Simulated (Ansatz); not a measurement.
C3H5NO can be A, `C1=NCOC1`, or B, `CC1(O)C=N1`.

Gas-phase electronic energies from Ansatz, PBE0-D4/def2-TZVP geometries. CBS: MP2 limit from def2 TZ/QZ plus the TZ coupled-cluster correction, frozen cores. DFT in def2-TZVPP. B3LYP here is the variant with VWN-RPA as its local correlation; programs differ in this. Each species was taken in one conformer, which may not be the lowest.

(1) Which isomer does CCSD(T)/CBS put lower? Give the gap. (Best estimate.)

(2) Give E(B) − E(A) in kJ/mol with ωB97M-V, B3LYP, B2PLYP, CCSD/def2-TZVPP, B3LYP-D4, CCSD(T)/def2-TZVPP, CCSD(T)/def2-SVP. (Best estimate.)

(3) Does the order hold for the free energy at 298.15 K (harmonic terms from PBE0-D4)? (An estimate is asked.)

Largest T1 diagnostic: 0.012.

Answers

(1) Ansatz gave: A, by 97.7 kJ/mol.

(2) Computed: ωB97M-V 99.2, B3LYP 103.8, B2PLYP 100.8, CCSD/def2-TZVPP 104.5, B3LYP-D4 105.1, CCSD(T)/def2-TZVPP 101.2, CCSD(T)/def2-SVP 97.5. None reverses the order clearly.

(3) Computed: Yes: G(B) − G(A) = +86.3 kJ/mol, for one conformer each.

From PBE to PBE0 (25 % exact exchange), in def2-TZVPP and without D4, E(B) − E(A) moves by +7.9 kJ/mol. Leaving LDA and LC-ωPBE aside and taking each functional with its dispersion term where it has one, the values, not all of them listed here, spread over 20.5 kJ/mol, from B97M-V to BHLYP-D4. LDA lies +12.7 kJ/mol from PBE without D4.
